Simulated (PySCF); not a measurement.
C2H4, SMILES C=C. Atoms are numbered in the order given.

```xyz
6

C      0.0000     0.0000    -0.6623
C      0.0000     0.0000     0.6623
H      0.0000    -0.9214    -1.2320
H      0.0000     0.9214    -1.2320
H      0.0000     0.9214     1.2320
H      0.0000    -0.9214     1.2320
```

Geometry optimised at B3LYP-D3(BJ)/def2-TZVP.

Method: PBE0/pcJ-1 (PySCF).

Isotropic couplings with Fermi-contact, spin-dipole and both spin-orbit terms, one fixed conformer, no vibrational averaging. Isotopes: 13C, 1H.

Computed spin–spin coupling constants:
```csv
pair,bonds apart,J (Hz)
C1–C2,1,77.3
C1–H3,1,155.8
C1–H4,1,155.8
C2–H5,1,155.8
C2–H6,1,155.8
C1–H5,2,-3.2
C1–H6,2,-3.2
C2–H3,2,-3.2
C2–H4,2,-3.2
H3–H5,3,20.0
H3–H6,3,12.7
H4–H5,3,12.7
H4–H6,3,20.0
```
